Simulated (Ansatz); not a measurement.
Relaxation of BFH₂Si (5 atoms, charge 0, multiplicity 1), to a largest force component of 0.02 eV/Å in at most 50 steps.

The calculation used Ansatz 0.2.0, RKS BHLYP-D4/def2-SVP.

```xyz
5
Properties=species:S:1:pos:R:3:forces:R:3
B -0.898 -0.768 -0.470 -3.25 -1.04 -5.28
Si 0.481 0.221 0.180 3.79 6.46 -2.72
F 0.398 1.851 0.124 -0.13 -0.22 1.06
H -0.326 -0.935 0.476 -0.79 -4.39 6.75
H 1.889 0.077 0.520 0.37 -0.80 0.19
```

Question: Where does it end, and by what steps?

Answer: It converged. The force dipped under the threshold on the way, but the program's further checks kept it going. After 27 steps the energy has fallen by 3.904 eV; H4 moved furthest, 1.26 Å. Parted: Si2–H4.

```tsv
step	energy less start (eV)	largest force component (eV/Å)	accepted
0	0.0000	6.748	yes
1	-1.8189	3.631	yes
2	-2.2860	1.503	yes
3	-2.3184	0.284	yes
4	-2.3281	0.130	yes
5	-2.3306	0.090	yes
6	-2.3331	0.081	yes
7	-2.3350	0.058	yes
8	-2.3356	0.036	yes
9	-2.3359	0.027	yes
10	-2.3361	0.067	yes
11	-2.3370	0.102	yes
12	-2.3557	0.675	yes
13	-2.4889	1.285	yes
14	-2.7090	1.642	yes
15	-3.0136	1.634	yes
16	-3.3118	1.845	yes
17	-3.5342	1.665	yes
18	-3.6807	1.998	yes
19	-3.8316	1.345	yes
20	-3.8847	0.601	yes
21	-3.8972	0.323	yes
22	-3.8934	0.303	no
23	-3.9020	0.039	yes
24	-3.9034	0.060	yes
25	-3.9039	0.015	yes
26	-3.9039	0.045	no
27	-3.9040	0.008	yes
```

```xyz
5
Properties=species:S:1:pos:R:3
B -0.529 -0.770 0.190
Si 0.765 0.496 0.159
F 0.443 2.063 -0.050
H -1.338 -1.628 0.207
H 2.203 0.285 0.325
```

Time of the run: 34 s on 1 thread of Arm Neoverse V2 (shared host), peak memory 0.12 GiB.
